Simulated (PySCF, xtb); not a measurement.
dimethylamine (C₂H₇N), SMILES CNC.

Harmonic wavenumbers (cm⁻¹) from GFN2-xTB (xtb) at its own minimum, in rising order: 223, 259, 396, 823, 972, 1014, 1068, 1173, 1177, 1234, 1396, 1420, 1422, 1486, 1492, 1498, 1503, 2842, 2851, 3000, 3003, 3023, 3024, 3351.

### Question
What does PySCF with PBE-D3(BJ)/def2-TZVP give at its own minimum? (An estimate is asked for; the answer gives what the named calculation found.)

### Answer
236, 259, 373, 752, 931, 999, 1065, 1143, 1146, 1226, 1387, 1413, 1420, 1433, 1439, 1465, 1465, 2850, 2854, 2981, 2983, 3037, 3037, 3430. Paired by order, the mean absolute difference is 25 cm⁻¹ and the zero-point energies are 56.7 and 56.2 kcal/mol.
